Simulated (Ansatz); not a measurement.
## Match the barriers

Saddle point of BPNH$_{7}$, closed shell (BNH₄ ([BH2][NH2]) + PH₃ → BPH₄ ([BH2][PH2]) + NH₃ (still joined by a long B–N bond); bonds formed: B1–P6, N2–H5; bonds broken: H5–P6; bonds weakened to dative contacts: B1–N2), PBE0-D4/def2-TZVP structure:

```csv
atom,x (Å),y (Å),z (Å)
B1,0.0505,-0.7350,0.4713
N2,1.0258,0.4817,0.6766
H3,0.5810,-1.7220,0.0272
H4,-0.6981,-0.9258,1.3966
H5,0.2361,1.1370,-0.4298
P6,-0.9398,0.2191,-1.0016
H7,1.9987,0.2871,0.4782
H8,0.9694,0.9233,1.5854
H9,-0.9270,-0.2501,-2.3322
H10,-2.2967,0.5848,-0.8717
```

Program: Ansatz 0.2.0. Basis: def2-TZVPP, with def2-QZVPP for the basis limit. Cores are frozen in the correlated methods. Extrapolation: Hartree–Fock as exp(−7.88 √X), correlation as X^−2.97. Four methods, as single points on the PBE0-D4 structures, gave these electronic barriers from the start structure: 1.347, 1.540, 1.672, 2.480 eV.

Question: The methods were, in alphabetical order, BLYP-D4, CCSD(T), HF, PBE0-D4. Which gave which? (A judgement: the text doesn't fix the answer.)

Answer: By the calculation: PBE0-D4 1.347; BLYP-D4 1.540; CCSD(T) 1.672; HF 2.480 eV. For comparison, CCSD(T) at an estimated basis limit (MP2 extrapolated from triple and quadruple zeta, plus CCSD(T) − MP2 in triple zeta) gives 1.632 eV.

T1 diagnostic: at most 0.013.

Labels in which every atom is bracketed show which atoms are joined, not bond orders.

For scale, one of the runs: CCSD(T)/def2-TZVPP, 202 basis functions, launched by `ansatz run in.yaml --threads 2 --pin off --events-out ev --progress --plain --max-ram 4352MiB`. The run took 55 s on 2 CPU threads of an Arm Neoverse V1 (shared host), with 2.5 GiB of host memory at its peak.
